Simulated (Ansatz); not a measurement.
Geometry optimisation, RKS B3LYP/def2-SVP (Ansatz 0.2.0).

Input file:

```yaml
crystal:
  periodic: [false, false, false]
  atoms:
    - { symbol: Al, position_ang: [0.302572, 0.009449, 0.019428] }
    - { symbol: C, position_ang: [1.02714, -0.042672, 1.818199] }
    - { symbol: H, position_ang: [0.492066, -0.17822, 2.771683] }
    - { symbol: H, position_ang: [1.804893, -0.82304, 1.731755] }
    - { symbol: H, position_ang: [1.573805, 0.917985, 1.853525] }
    - { symbol: H, position_ang: [1.773074, 0.213351, -0.420859] }
    - { symbol: Cl, position_ang: [-1.533948, -0.096853, -0.992731] }
basis:
  gaussian: { orbitals: def2-SVP }
hamiltonian:
  xc: b3lyp
relax:
  f_tol: 0.03
  max_steps: 50
```

Launched with:

```bash
$ ansatz run input.yaml --threads 1 --pin off --max-ram 2048MiB --backend cpu --events-out ev --progress --plain --runs-dir out
```

Task: Where does it end, and by what steps?

Result: It converged. After 7 steps the energy has fallen by 0.732 eV; H6 moved furthest, 0.77 Å.

| step | energy less start (eV) | largest force component (eV/Å) | accepted |
| --- | --- | --- | --- |
| 0 | 0.0000 | 1.720 | yes |
| 1 | -0.3487 | 0.821 | yes |
| 2 | -0.5289 | 0.474 | yes |
| 3 | -0.6599 | 0.580 | yes |
| 4 | -0.7190 | 0.409 | yes |
| 5 | -0.7301 | 0.117 | yes |
| 6 | -0.7317 | 0.041 | yes |
| 7 | -0.7319 | 0.021 | yes |

```xyz
7
Properties=species:S:1:pos:R:3
Al 0.603 0.055 -0.025
C 1.064 -0.036 1.867
H 0.187 -0.189 2.514
H 1.776 -0.859 2.054
H 1.571 0.891 2.189
H 1.658 0.264 -1.181
Cl -1.420 -0.126 -0.638
```

Whether the end is a true minimum wasn't checked by a vibrational analysis.

Run time: 11 s on 1 thread of Intel(R) Xeon(R) 6975P-C (Granite Rapids) (shared host), peak memory 0.15 GiB.
